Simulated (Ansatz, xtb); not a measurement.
# C4H8O: which of two isomers lies lower

Structure I is `CCC(C)=O`, a singlet and structure II is `C1CCOC1`, a singlet. Both are isolated molecules in the gas phase, relaxed with PBE-D3(BJ)/def2-SVP; the shapes shown needn't be the lowest conformers.

I (Å):

| atom | x (Å) | y (Å) | z (Å) |
| --- | --- | --- | --- |
| C | 1.0500 | 0.3660 | 2.2722 |
| C | 0.4564 | -0.4838 | 1.1556 |
| C | -1.0703 | -0.4895 | 1.1364 |
| C | -1.7297 | -1.3878 | 0.1022 |
| O | -1.7248 | 0.1877 | 1.9135 |
| H | 2.1569 | 0.3609 | 2.2367 |
| H | 0.7306 | -0.0066 | 3.2654 |
| H | 0.7001 | 1.4139 | 2.1967 |
| H | 0.8022 | -1.5410 | 1.2106 |
| H | 0.7965 | -0.1354 | 0.1533 |
| H | -1.5207 | -2.4524 | 0.3400 |
| H | -2.8223 | -1.2228 | 0.1040 |
| H | -1.3176 | -1.2030 | -0.9113 |

II (Å):

```csv
atom,x (Å),y (Å),z (Å)
C,0.3325,-1.5765,1.0322
C,-0.0851,-0.6958,-0.1529
C,-1.5779,-1.0287,-0.2582
C,-0.8978,-1.4565,1.9391
O,-2.0223,-1.3037,1.0714
H,0.4695,-2.6274,0.7002
H,1.2700,-1.2501,1.5238
H,0.0570,0.3769,0.0969
H,0.4751,-0.9052,-1.0854
H,-1.7399,-1.9232,-0.9088
H,-2.1817,-0.1963,-0.6808
H,-0.8098,-0.5678,2.6115
H,-1.0524,-2.3483,2.5848
```

**Question.** Estimate E(II) − E(I) at the level CCSD(T)/def2-SVP + ΔMP2/def2-TZVPP.

**Answer.** Calculated at CCSD(T)/def2-SVP + ΔMP2/def2-TZVPP: E(II) − E(I) = +11.2 kcal/mol, so structure I lies lower.

How the difference moves with the method:

```
                             level             geometry  E(II) − E(I) (kcal/mol)  departure from the last row (kcal/mol)  job, with rough time for the two
                          GFN2-xTB             GFN2-xTB                      −6.0                                   −17.1               optimisation, 0.1 s
                         HF/STO-3G             GFN2-xTB                     −21.1                                   −32.2              single point, 0.24 s
                r2SCAN-D4/def2-SVP             GFN2-xTB                     +12.1                                    +0.9               single point, 1.7 s
               PBE-D3(BJ)/def2-SVP  PBE-D3(BJ)/def2-SVP                     +12.2                                    +1.0                optimisation, 23 s
                       HF/def2-SVP  PBE-D3(BJ)/def2-SVP                     +13.7                                    +2.5           part of the CCSD(T) run
                      MP2/def2-SVP  PBE-D3(BJ)/def2-SVP                     +14.3                                    +3.1           part of the CCSD(T) run
                  CCSD(T)/def2-SVP  PBE-D3(BJ)/def2-SVP                     +14.2                                    +3.1                      single point
CCSD(T)/def2-SVP + ΔMP2/def2-TZVPP  PBE-D3(BJ)/def2-SVP                     +11.2                                                        single point, 19 s
```

As drawn, II has 2 C–O in place of 1 C=O. Structure I has no ring, II a 5-membered ring.

GFN2-xTB, HF/STO-3G put the two in the other order. The largest departure from CCSD(T)/def2-SVP + ΔMP2/def2-TZVPP is that of HF/STO-3G, 32.2 kcal/mol. The last row adds to CCSD(T) the change of the MP2 difference between the two basis sets, here −3.1 kcal/mol, a large step that makes the value less sure.

With harmonic frequencies from PBE-D3(BJ)/def2-SVP (ideal gas, rigid rotor, one conformer each, 298.15 K, 1 atm): on the last row, ΔE + ΔZPE = +13.9 kcal/mol. A mode under 50 cm⁻¹ makes harmonic enthalpies and free energies unreliable, so none is given.

The correlated steps freeze 5 core orbitals. Codes used: Ansatz 0.2.0, xtb 6.7.1; the last row on 2 threads of Intel(R) Xeon(R) 6975P-C (Granite Rapids) on a shared host.
